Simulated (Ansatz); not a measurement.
Geometry optimisation, Ansatz 0.2.0, RKS PBE-D4/def2-SVPD.

Input file:

```yaml
crystal:
  periodic: [false, false, false]
  atoms:
    - { symbol: Al, position_ang: [-0.980709, 0.710294, 0.530515] }
    - { symbol: H, position_ang: [1.621393, 0.34655, 1.380309] }
    - { symbol: C, position_ang: [2.116466, 0.013442, 0.44676] }
    - { symbol: H, position_ang: [1.620185, -0.894599, 0.062096] }
    - { symbol: H, position_ang: [2.050777, 0.81562, -0.31091] }
    - { symbol: H, position_ang: [3.179812, -0.199983, 0.660847] }
    - { symbol: O, position_ang: [-1.062335, -0.56417, -0.64961] }
    - { symbol: H, position_ang: [-1.614889, -1.073954, -1.255908] }
basis:
  gaussian: { orbitals: def2-SVPD }
hamiltonian:
  xc: pbe
  dispersion: d4
relax:
  f_tol: 0.03
  max_steps: 50
```

Command:

```bash
$ ansatz run input.yaml --threads 2 --pin off --max-ram 3072MiB --backend cpu --events-out ev --progress --plain --runs-dir out
```

Question: Where does it end, and by what steps?

Answer: The forces met the threshold. The force dipped under the threshold on the way, but the program's further checks kept it going. After 15 steps the energy has fallen by 0.050 eV; Al1 moved furthest, 0.46 Å.

| step | energy less start (eV) | largest force component (eV/Å) | accepted |
| --- | --- | --- | --- |
| 0 | 0.0000 | 0.206 | yes |
| 1 | -0.0311 | 0.132 | yes |
| 2 | -0.0383 | 0.168 | yes |
| 3 | -0.0354 | 0.389 | no |
| 4 | -0.0427 | 0.057 | yes |
| 5 | -0.0453 | 0.065 | yes |
| 6 | -0.0378 | 0.648 | no |
| 7 | -0.0473 | 0.042 | yes |
| 8 | -0.0488 | 0.033 | yes |
| 9 | -0.0437 | 0.517 | no |
| 10 | -0.0492 | 0.030 | yes |
| 11 | -0.0491 | 0.122 | no |
| 12 | -0.0494 | 0.022 | yes |
| 13 | -0.0493 | 0.055 | no |
| 14 | -0.0496 | 0.014 | yes |
| 15 | -0.0497 | 0.013 | yes |

```xyz
8
Properties=species:S:1:pos:R:3
Al -1.395 0.838 0.383
H 1.891 0.285 1.490
C 2.245 0.024 0.476
H 1.588 -0.751 0.043
H 2.219 0.924 -0.164
H 3.281 -0.356 0.536
O -1.358 -0.549 -0.637
H -1.540 -1.261 -1.261
```

Run time: 19 s on 2 threads of Arm Neoverse V2 (shared host), peak memory 0.13 GiB.
